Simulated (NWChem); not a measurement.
**Basis-set convergence for fluoromethane (CH3F)**

SMILES: CF
```xyz
5

C      0.6140    -0.1116     0.0000
F     -0.7404     0.1346     0.0000
H      0.8999    -0.6941     0.9041
H      0.8999    -0.6941    -0.9041
H      1.1799     0.8466     0.0000
```
Charge 0, spin multiplicity 1.

All runs are NWChem calculations. All single points use one geometry, from PBE/def2-SVP, a minimum by its harmonic frequencies.

Quantity: vertical ionisation energy at the level ΔB3LYP (Δ: difference of total energies, the cation a doublet at the parent's geometry with its hole in an orbital of symmetry a' (Cs labels); it is the state that the SCF runs reached, from PBE0 orbitals for Hartree-Fock references, and need not be the lowest).

B3LYP has NWChem's definition, with VWN1-RPA local correlation. The Pople sets run with spherical d functions. No SCF solution was tested for a lower state.

```csv
basis,functions,vertical ionisation energy (eV)
STO-3G,13,…
6-31G*,34,…
6-311++G**,65,…
cc-pVTZ,102,12.90
pcseg-2,102,12.97
def2-TZVPP,104,12.94
aug-cc-pVTZ,161,12.98
```

Question: Fill in the missing entries.

Answer: 
- STO-3G, vertical ionisation energy (eV): 10.11
- 6-31G*, vertical ionisation energy (eV): 12.67
- 6-311++G**, vertical ionisation energy (eV): 13.02
